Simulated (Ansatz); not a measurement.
Breaking a bond in SiH3OF (SMILES O[SiH2]F)

SiH3OF: 6 atoms, total charge 0, spin state singlet. SMILES: `O[SiH2]F`. Geometry: relaxed at PBE0-D4/def2-TZVP. This is one conformer, not always the lowest.

```csv
atom,x (Å),y (Å),z (Å)
O,-0.8535,-0.2092,-0.9241
Si,0.3783,-0.0093,0.1239
F,0.1808,-0.9228,1.4178
H,-1.7142,0.1502,-0.7056
H,1.5956,-0.4585,-0.5758
H,0.4551,1.3856,0.6176
```

The Si2–F3 distance is scanned; the parts on either side stay rigid. Basis STO-3G, 7 core orbitals frozen in the correlated methods; program Ansatz 0.2.0. FCI is exact within this basis and core. Energies in eV from each method's value at 1.596 Å; methods without a U are spin-restricted; a dash marks a point that is missing or didn't converge. The shape above is that at 1.596 Å.

```tsv
distance (Å)	PBE	r2SCAN	wB97X	wB97M-V	BCCD(T)	CCSDTQ	FCI
1.596	0.00	0.00	0.00	0.00	0.00	0.00	0.00
1.995	1.04	1.20	1.32	1.36	1.17	1.16	1.16
2.394	3.11	3.39	3.84	3.89	3.00	2.99	2.99
3.192	5.79	6.17	7.35	7.42	4.10	4.17	4.17
3.990	6.57	6.96	8.64	8.73	–	–	4.24
```

Departure from the FCI curve at its largest: PBE +2.33 eV at 3.99 Å; r2SCAN +2.72 eV at 3.99 Å; wB97X +4.41 eV at 3.99 Å; wB97M-V +4.49 eV at 3.99 Å; BCCD(T) -0.08 eV at 3.19 Å; CCSDTQ within 0.005 eV. Restricted functionals keep the electrons paired too, and rise too high.
